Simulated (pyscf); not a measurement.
# Four-centre exchange: `[OH][BH][OH]` + `[FH]` → `[OH][BH][OH]` + `[FH]`

Gas phase, singlet surface, charge 0. Bonds broken: O1–H8, H4–F7. Bonds formed: O1–H4, F7–H8. PySCF, gas phase, ωB97X-D3(BJ)/def2-SVP geometries. Correlated levels are frozen-core, on RHF or UHF. ΔMP2 is the change of the MP2 total energy from the triple- to the quadruple-zeta basis.

Transition state (Å):

```xyz
8

O     -0.7267     0.1066     0.2553
B      0.5892     0.1362    -0.1615
O      1.6065     0.1300     0.7284
H     -1.6961    -0.3936    -0.1577
H      0.8404     0.1956    -1.3379
H      1.3213     0.1030     1.6501
F     -2.4301    -1.0544     0.6139
H     -1.3622    -0.5012     1.0052
```

One imaginary mode, 2131i cm⁻¹; descent along it reached the two sides named, in the forms told below.

```csv
bond,change,reactant side (Å),saddle,product side
O1–H8,breaks,0.964,1.156,1.694
H4–F7,breaks,0.934,1.253,3.4
O1–H4,forms,1.736,1.166,0.962
F7–H8,forms,3.4,1.265,0.944
```

Electronic energies relative to the separated reactants (kJ/mol):

```json
[
 {"level": "ωB97X-D3(BJ)/def2-TZVP", "barrier": "160.7", "reaction energy": "0.0", "reverse barrier": "160.7"},
 {"level": "PBE/def2-TZVP", "barrier": "125.8", "reaction energy": "0.0", "reverse barrier": "125.8"},
 {"level": "r²SCAN/def2-TZVP", "barrier": "140.6", "reaction energy": "0.0", "reverse barrier": "140.6"},
 {"level": "B3LYP-D3(BJ)/def2-TZVP", "barrier": "151.2", "reaction energy": "0.0", "reverse barrier": "151.2"},
 {"level": "PBE0-D3(BJ)/def2-TZVP", "barrier": "147.6", "reaction energy": "0.0", "reverse barrier": "147.6"},
 {"level": "M06-2X/def2-TZVP", "barrier": "156.6", "reaction energy": "0.0", "reverse barrier": "156.6"},
 {"level": "ωB97M-D3(BJ)/def2-TZVP", "barrier": "158.1", "reaction energy": "0.0", "reverse barrier": "158.1"},
 {"level": "HF/def2-TZVP", "barrier": "238.1", "reaction energy": "0.0", "reverse barrier": "238.1"},
 {"level": "MP2/def2-QZVPP", "barrier": "166.8", "reaction energy": "0.0", "reverse barrier": "166.8"},
 {"level": "CCSD/def2-TZVPP", "barrier": "186.4", "reaction energy": "0.0", "reverse barrier": "186.4"},
 {"level": "CCSD(T)/def2-TZVPP", "barrier": "174.2", "reaction energy": "0.0", "reverse barrier": "174.2"},
 {"level": "CCSD(T)/def2-TZVPP + ΔMP2(QZVPP)", "barrier": "174.7", "reaction energy": "0.0", "reverse barrier": "174.7"}
]
```

With CCSD(T)/def2-TZVPP + ΔMP2(QZVPP) energies and thermal terms (ideal gas, 1 atm, RRHO with modes under 100 cm⁻¹ raised to 100, one conformer, R ln 2 for rigid chiral ones), in kJ/mol:

```json
[
 {"T (K)": "298", "ΔH‡": "163.5", "ΔG‡": "201.4", "ΔH": "0.0", "ΔG": "0.0"},
 {"T (K)": "600", "ΔH‡": "161.9", "ΔG‡": "240.7", "ΔH": "0.0", "ΔG": "0.0"},
 {"T (K)": "900", "ΔH‡": "162.7", "ΔG‡": "280.0", "ΔH": "0.0", "ΔG": "0.0"},
 {"T (K)": "1200", "ΔH‡": "164.8", "ΔG‡": "318.8", "ΔH": "0.0", "ΔG": "0.0"}
]
```

On the reactant side the descent ends in a complex, 18.5 kJ/mol under the separated species and 179.2 kJ/mol under the saddle at ωB97X-D3(BJ)/def2-TZVP. On the product side the descent ends in a bound adduct, 40.1 kJ/mol under the separated species and 200.8 kJ/mol under the saddle at ωB97X-D3(BJ)/def2-TZVP. The same reactants have a lower exit, to H₂O + HO–BH–F (barrier +71.7 kJ/mol at ωB97M-D3(BJ), against +158.1 kJ/mol here). This is the saddle that the search found; another between the same sides may lie lower. The CCSD(T) − MP2 part came from Ansatz, without density fitting, on the same reference.
